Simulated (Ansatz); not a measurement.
Energy needed to pull apart SO₂ (SMILES O=S=O), singlet, into free ground-state atoms, from the structure below (displaced at random from a GFN2-xTB minimum); no zero-point or spin–orbit terms; open-shell atoms are treated unrestricted, in their ground-state multiplicity.

O1  (-0.965, 0.708, -0.456)
S2  (0.288, 0.374, 0.186)
O3  (0.624, -1.003, 0.255)
(Å)

Computed with Ansatz 0.2.0 (basis: def2-TZVPP); correlated methods freeze the cores.

```csv
method,atomization energy (kJ/mol)
PBE-D4,?
BLYP-D4,1111
r2SCAN-D4,1086
PBE0-D4,1052
LC-wPBE,1051
wB97M-V,1073
HF,444
MP2,?
CCSD,946
CCSD(T),1006
```

(1) What does MP2 give? (To be estimated.)

(2) What does PBE-D4 give? (Judge from chemistry; the value comes from the calculation.)

No T1 diagnostic of these runs exceeds 0.021.

## Answers

(1) Computed: 1111 kJ/mol, which is about 104 kJ/mol more than CCSD(T)/def2-TZVPP.

(2) By the calculation: 1165 kJ/mol, which is about 159 kJ/mol more than CCSD(T)/def2-TZVPP.

In triple zeta the MP2 and coupled-cluster atomization energies are still short of their basis limit by a few kcal/mol a bond, whereas those of the functionals are nearly converged, so these differences are not deviations from converged CCSD(T).

For scale, one of the runs: CCSD(T)/def2-TZVPP forces, 104 basis functions (an equivalent command: `ansatz run in.yaml --threads 4`). The run took about 8.5 s on 4 CPU threads (shared host).
